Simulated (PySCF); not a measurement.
Dissociation curve of HF, singlet.

- UHF/LANL2DZ = unrestricted Hartree-Fock/LANL2DZ (PySCF 2.14.0)
- UCCSD(T) = CCSD(T) on UHF/cc-pVDZ, 1 core orbital frozen run with PySCF

Energies relative to the lowest point of each curve near equilibrium, in kJ/mol:

```json
[
 {"R / Å": "0.69", "UHF/LANL2DZ": "298.9"},
 {"R / Å": "0.92", "UHF/LANL2DZ": "0.0"},
 {"R / Å": "0.98", "UHF/LANL2DZ": "9.6"},
 {"R / Å": "1.02", "UHF/LANL2DZ": "24.3"},
 {"R / Å": "1.08", "UHF/LANL2DZ": "54.5"},
 {"R / Å": "1.15", "UHF/LANL2DZ": "97.6"},
 {"R / Å": "1.24", "UHF/LANL2DZ": "159.3"},
 {"R / Å": "1.37", "UHF/LANL2DZ": "239.9"},
 {"R / Å": "1.66", "UHF/LANL2DZ": "310.7"},
 {"R / Å": "1.85", "UHF/LANL2DZ": "325.5"},
 {"R / Å": "2.02", "UHF/LANL2DZ": "331.9"},
 {"R / Å": "3.66", "UHF/LANL2DZ": "339.4"}
]
```

**Question.** What does UCCSD(T) give at the same points?

**Answer.** 0.69: 291.9; 0.92: 0.0; 0.98: 9.1; 1.02: 23.1; 1.08: 51.7; 1.15: 92.1; 1.24: 148.8; 1.37: 231.5; 1.66: 381.2; 1.85: 449.9; 2.02: 490.9; 3.66: 528.4 (kJ/mol).

The unrestricted determinant behind UHF/LANL2DZ, UCCSD(T) is spin-contaminated at 1.37 to 3.66 Å (<S²> up to 1.0, against 0.00 for a pure singlet).
